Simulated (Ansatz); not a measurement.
ScCd2: from a trial structure to a relaxed crystal

All numbers below come from DFT PBE, scalar-relativistic, plane waves, PAW in Ansatz. Cutoff 420 eV, Γ-centred k mesh, Gaussian smearing, no spin polarisation in the final step.

The start puts ScCd2 on the rutile structure type (P4_2/mnm, No. 136), with Sc in place of Ti, Cd in place of O, at a guessed volume.

```
Sc Cd
1.0
     6.04809    0.00000    0.00000
     0.00000    6.04809    0.00000
     0.00000    0.00000    3.89558
Sc Cd
2 4
Direct
  0.00000 0.00000 0.00000
  0.50000 0.50000 0.50000
  0.30600 0.30600 0.00000
  0.19400 0.80600 0.50000
  0.69400 0.69400 0.00000
  0.80600 0.19400 0.50000
```

Cell and atoms relax at zero pressure; the relaxation can't lower the symmetry of the start. After a coarse first stage the cell is made exact in the group found at 0.06 Å.

Energies over the elements count from the elements' standard structures at the same level, with no empirical corrections.

(1) Describe the relaxed structure.

(2) What are its volume, energy, density and gap?

Answers

(1) It keeps P4_2/mnm (No. 136), but not the shape of the type it started on. Conventional cell: a = 7.929 Å, c = 2.946 Å. Around Sc lie 2 Sc at 2.95 Å and 6 Cd at 2.96–3.03 Å; around Cd lie 2 Cd at 2.95 Å and 3 Sc at 2.96–3.03 Å.

```xyz
6
Lattice="7.9290 0.0000 0.0000 0.0000 7.9290 0.0000 0.0000 0.0000 2.9456" Properties=species:S:1:pos:R:3 pbc="T T T"
Sc    0.0000    0.0000    0.0000
Sc    3.9645    3.9645    1.4728
Cd    2.0915    2.0915    0.0000
Cd    1.8730    6.0560    1.4728
Cd    5.8375    5.8375    0.0000
Cd    6.0560    1.8730    1.4728
```

(2) The volume per atom is 30.87 Å³ and the density is 4.84 g/cm³. The energy over the elements is 0.29 eV/atom and the gap on the 6×6×10 mesh is 0 eV (a metal).

The final run used a 6×6×10 mesh on its 6-atom cell and 0.10 eV smearing. For metals, differences of a few meV/atom aren't resolved. A structure relaxed within its symmetry needn't be a true minimum.

Cost: 3 runs of about 16 core-minutes in all, on Intel Xeon Platinum 8259CL (Skylake/Cascade Lake) (shared hosts).